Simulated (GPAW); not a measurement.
# CH4OSi (SMILES O=C[SiH3]) at 3 levels

Aim: a comparison of 3 runs (PBE/real-space grid, HCTH407/dzp, PBE/dzp) of CH4OSi. 

The calculation is run with GPAW 26.7.0.

2 further runs of the same task are left out: 2 set aside as unsound or not needed. Runs told in other sessions of the task aren't counted.

## Step 1: The system as given

CH4OSi: 7 atoms, total charge 0, spin state singlet. SMILES: `O=C[SiH3]`. Geometry: relaxed at GFN2-xTB.

Bond lengths: O1–C2 1.204 Å, C2–Si3 1.923 Å, C2–H4 1.113 Å, Si3–H5 1.460 Å, Si3–H6 1.460 Å, Si3–H7 1.462 Å. Angles: O1–C2–Si3 122.9°, O1–C2–H4 118.8°, Si3–C2–H4 118.3°, C2–Si3–H5 107.3°, C2–Si3–H6 107.5°, C2–Si3–H7 106.9°, H5–Si3–H6 111.4°, H5–Si3–H7 111.7°, H6–Si3–H7 111.8°.

## Step 2: The charge distribution at PBE/real-space grid (scalar-relativistic datasets) (run 1)

File mol.xyz:

```xyz
7

O     -1.789470    -0.934380    -0.263690
C     -0.616520    -0.929400     0.008910
Si     0.451910     0.669790    -0.003950
H     -0.125890    -1.890600     0.281950
H      0.432260     1.194430    -1.365880
H     -0.152850     1.607980     0.936420
H      1.800570     0.282170     0.406230
```

File sp.py:

```python
import numpy as np
from ase.io import read
from ase.units import Debye
from gpaw import GPAW

# Structure
mol = read('mol.xyz')
mol.center(vacuum=4.5)

# Calculator
gpaw_calc = GPAW(mode='fd', h=0.18, xc='PBE', maxiter=150, txt='-')
mol.calc = gpaw_calc

energy = mol.get_potential_energy()
print(f'Energy                  {energy:.5f} eV')
forces = mol.get_forces()
print('Forces (eV/Ang)')
for symbol, f in zip(mol.symbols, forces):
    print(f'{symbol:2} {f[0]:9.4f} {f[1]:9.4f} {f[2]:9.4f}')
dipole = mol.get_dipole_moment() / Debye
print(f'Dipole = {np.linalg.norm(dipole):.3f} D')
homo, lumo = gpaw_calc.get_homo_lumo()
print(f'HOMO                    {homo:.3f} eV')
print(f'LUMO                    {lumo:.3f} eV')
print(f'Gap = {lumo - homo:.3f} eV')
```

On the command line:

```console
$ python sp.py
```

What it wrote:

```text
[...]
Number of symmetries: 1
[...]
  Number of IBZ points: 1
[...]
Spin-components: 1 (collinear spins)
Bands:           15
[...]
  Valence electrons: 18.0
[...]
  Grid points: [68 68 64]
  Charge: 0.0  # |e|
[...]
    cutoffs:
[...]
occupation numbers:
  # Zero width
[...]
xc functional:
  name: PBE with 2 nearest neighbor stencil
[...]
|iter     |     time |      energy | eigst |  dens |
[...]
|iter:   1| 00:00:03 |  -36.499599 | +1.22 |       |
[...]
|iter:  14| 00:00:23 |  -34.150473c| -7.45c| -5.72c|
Converged in 14 steps
[...]
Energy contributions relative to reference atoms: (reference = -11004.785316)
Energy contributions:
  Kinetic:          44.052290
  Coulomb:         -47.123354
  Zero:              0.543670
  External:          0.000000
  Xc:              -31.623078
  Entropy:           0.000000
  Spinorbit:         0.000000
  ----------------------------
  Free energy:     -34.150473
  Extrapolated:    -34.150473
dipole moment: (0.430050, 0.061870, 0.090839)  # |e|*Ang
Fermi level: -4.341
[...]
Gap: 2.741 eV
Transition (v -> c):
[...]
Forces (eV/Ang)
O    -1.1693    0.0707   -0.3127
C     0.6749   -0.0612    0.1741
Si   -0.1803   -0.3880    0.0261
H     0.2288   -0.3562    0.1057
H     0.0380    0.2955   -0.5721
H    -0.2073    0.4642    0.3870
H     0.6137   -0.0211    0.1607
Dipole = 2.132 D
HOMO                    -5.712 eV
LUMO                    -2.971 eV
Gap = 2.741 eV
```

Run time: 24 s. Hardware: 1 thread of Arm Neoverse V1, shared host; peak memory 0.73 GiB.

## Step 3: The charge distribution at HCTH407/dzp (scalar-relativistic datasets) (run 2)

File calc.py:

```python
import numpy as np
from ase.io.zmatrix import parse_zmatrix
from ase.units import Debye
from gpaw import GPAW, setup_paths
from gpaw.analyse.hirshfeld import HirshfeldPartitioning
from gpaw.atom.configurations import parameters
from gpaw.atom.generator import Generator
from gpaw.utilities.adjust_cell import adjust_cell

system = parse_zmatrix("""
O
C 1 1.204221
Si 2 1.923309 1 122.8892
H 2 1.113182 1 118.7673 3 179.92939
H 3 1.459619 2 107.31495 4 118.72804
H 3 1.459531 5 111.3799 2 -117.35476
H 3 1.461978 6 111.83269 5 125.75481
""")
adjust_cell(system, 4.5, h=0.2)

for symbol in ['C', 'H', 'O', 'Si']:
    Generator(symbol, xcname='HCTH407', scalarrel=True, nofiles=True, txt=None).run(**parameters[symbol])
setup_paths.insert(0, '.')

dft = GPAW(mode='lcao',
           basis='dzp',
           h=0.2,
           xc='HCTH407',
           occupations={'name': 'fermi-dirac', 'width': 0.05},
           maxiter=120,
           legacy_gpaw=True,
           txt='-')
system.calc = dft

energy = system.get_potential_energy()
print(f'Energy                  {energy:.5f} eV')
dipole = system.get_dipole_moment() / Debye
print(f'Dipole                  {np.linalg.norm(dipole):.3f} D')
homo, lumo = dft.get_homo_lumo()
print(f'HOMO = {homo:.3f} eV')
print(f'LUMO: {lumo:.3f} eV')
print(f'Gap = {lumo - homo:.3f} eV')
hirshfeld = HirshfeldPartitioning(dft)
charges = hirshfeld.get_charges()
volumes = hirshfeld.get_effective_volume_ratios()
for symbol, q, v in zip(system.symbols, charges, volumes):
    print(f'{symbol:2} charge {q:7.3f}  volume ratio {v:6.3f}')
```

On the command line:

```console
$ python3 calc.py
```

What it wrote:

```text
[...]
    cutoffs:
[...]
  Total Charge: 0.000000
[...]
Number of atoms: 7
[...]
Number of bands in calculation: 15
Number of valence electrons: 18
[...]
iter:   1 hh:mm:ss   -33.359612        c
[...]
iter:  10 hh:mm:ss   -31.856976c       c -4.34c
Converged after 10 iterations.
Dipole moment: (0.373315, 0.062775, 0.000223) |e|*Ang
Energy contributions relative to reference atoms: (reference = -11013.135335)
Kinetic:        +34.698015
Potential:      -35.906755
External:        +0.000000
XC:             -31.054126
Entropy (-ST):   -0.000000
Local:           +0.405891
SIC:             +0.000000
--------------------------
Free energy:    -31.856976
Extrapolated:   -31.856976
 Band  Eigenvalues  Occupancy
    0    -26.87101    2.00000
    1    -15.65744    2.00000
    2    -13.44083    2.00000
    3    -11.27043    2.00000
    4    -10.19312    2.00000
    5    -10.17072    2.00000
    6     -8.95951    2.00000
    7     -8.89745    2.00000
    8     -5.61078    2.00000
    9     -2.69339    0.00000
   10     -0.04307    0.00000
   11      0.87197    0.00000
   12      1.58555    0.00000
   13      1.72262    0.00000
[...]
Fermi level: -4.33135
Gap: 2.917 eV
Transition (v -> c):
[...]
C  charge   0.053  volume ratio  0.869
Si charge   0.311  volume ratio  0.792
H  charge   0.020  volume ratio  0.710
H  charge  -0.061  volume ratio  0.742
H  charge  -0.061  volume ratio  0.742
H  charge  -0.072  volume ratio  0.749
```

It took 15 s on 1 thread of Arm Neoverse V1, shared host; peak memory 0.6 GiB.

Atomic charges (e):

```tsv
atom	Hirshfeld
O1	-0.191
C2	+0.053
Si3	+0.311
H4	+0.020
H5	-0.061
H6	-0.061
H7	-0.072
```

## Step 4: Energy and one-electron properties at PBE/dzp (scalar-relativistic datasets) (run 3)

File run.py:

```python
import numpy as np
from ase.io.zmatrix import parse_zmatrix
from ase.units import Debye
from gpaw import GPAW

# Atomic positions
zmat = """
O
C 1 r2
Si 2 r3 1 a3
H 2 r4 1 a4 3 d4
H 3 r5 2 a5 4 d5
H 3 r6 5 a6 2 d6
H 3 r7 6 a7 5 d7
"""
values = dict(r2=1.204221, r3=1.923309, a3=122.8892, r4=1.113182, a4=118.7673, d4=179.92939, r5=1.459619, a5=107.31495, d5=118.72804, r6=1.459531, a6=111.3799, d6=-117.35476, r7=1.461978, a7=111.83269, d7=125.75481)
atoms = parse_zmatrix(zmat, defs=values)
atoms.center(vacuum=4.5)

# Calculator
calc = GPAW(mode='lcao', basis='dzp', h=0.18, xc='PBE', maxiter=150, txt='-')
atoms.calc = calc

energy = atoms.get_potential_energy()
print(f'Energy                  {energy:.5f} eV')
forces = atoms.get_forces()
print('Forces (eV/Ang)')
for symbol, f in zip(atoms.symbols, forces):
    print(f'{symbol:2} {f[0]:9.4f} {f[1]:9.4f} {f[2]:9.4f}')
dipole = atoms.get_dipole_moment() / Debye
print(f'Dipole: {np.linalg.norm(dipole):.3f} D')
homo, lumo = calc.get_homo_lumo()
print(f'HOMO = {homo:.3f} eV')
print(f'LUMO: {lumo:.3f} eV')
print(f'Gap = {lumo - homo:.3f} eV')
```

On the command line:

```console
$ python run.py
```

What it wrote:

```text
[...]
Number of symmetries: 1
[...]
  Number of IBZ points: 1
[...]
basis functions: 59
Spin-components: 1 (collinear spins)
Bands:           15
[...]
  Valence electrons: 18.0
[...]
  Grid points: [72 68 64]
  Charge: 0.0  # |e|
[...]
    cutoffs:
[...]
occupation numbers:
  # Zero width
[...]
xc functional:
  name: PBE with 2 nearest neighbor stencil
[...]
|iter     |     time |      energy | eigst |  dens |
[...]
|iter:   1| 00:00:06 |  -33.768922 |      c|       |
[...]
|iter:   9| 00:00:12 |  -32.419772c|      c| -4.34c|
Converged in 9 steps
[...]
Energy contributions relative to reference atoms: (reference = -11004.785316)
Energy contributions:
  Kinetic:          34.227530
  Coulomb:         -35.629422
  Zero:              0.194605
  External:          0.000000
  Xc:              -31.212486
  Entropy:           0.000000
  Spinorbit:         0.000000
  ----------------------------
  Free energy:     -32.419772
  Extrapolated:    -32.419772
dipole moment: (0.370422, 0.056271, 0.000101)  # |e|*Ang
Fermi level: -3.977
[...]
Gap: 2.810 eV
Transition (v -> c):
[...]
Forces (eV/Ang)
O    -2.5495    0.1576    0.0011
C     1.6532    0.3058    0.0063
Si   -0.2488   -0.5557    0.0028
H     0.5924   -0.8252    0.0065
H    -0.1283    0.4811   -0.6449
H    -0.1532    0.4938    0.6238
H     0.8200   -0.0522    0.0199
Dipole: 1.800 D
HOMO = -5.382 eV
LUMO: -2.572 eV
Gap = 2.810 eV
```

Run time: 12 s. Hardware: 1 thread of Arm Neoverse V1, shared host; peak memory 0.75 GiB.

## Step 5: All runs side by side

```tsv
run	level	mode	grid spacing	energy (Eh)	dipole moment (D)	HOMO energy (eV)	LUMO energy (eV)	wall time
1	PBE/real-space grid (scalar-relativistic datasets)	fd	0.18	-405.673408	2.13	-5.71	-2.97	24 s
2	HCTH407/dzp (scalar-relativistic datasets)	lcao	0.2	-405.895981	1.82	-5.61	-2.69	15 s
3	PBE/dzp (scalar-relativistic datasets)	lcao	0.18	-405.609806	1.80	-5.38	-2.57	12 s
```

## Step 6: Summary of results

```
                                                     quantity        value
run 3: energy as printed (from the program's reference atoms)  -32.4198 eV
                                         run 3: dipole moment       1.80 D
                                           run 3: HOMO energy     -5.38 eV
                                           run 3: LUMO energy     -2.57 eV
                                         run 3: HOMO–LUMO gap      2.81 eV
                              run 3: largest force on an atom   2.554 eV/Å
```

What this shows: The dipole moment (its size) runs from 1.80 D (PBE/dzp) to 2.13 D (PBE/real-space grid). The HOMO–LUMO gap runs from 2.74 eV (PBE/real-space grid) to 2.92 eV (HCTH407/dzp). The two ends differ in method and basis. Totals of different functionals can't be ranked against each other. All runs together took 51 s, the longest 24 s.
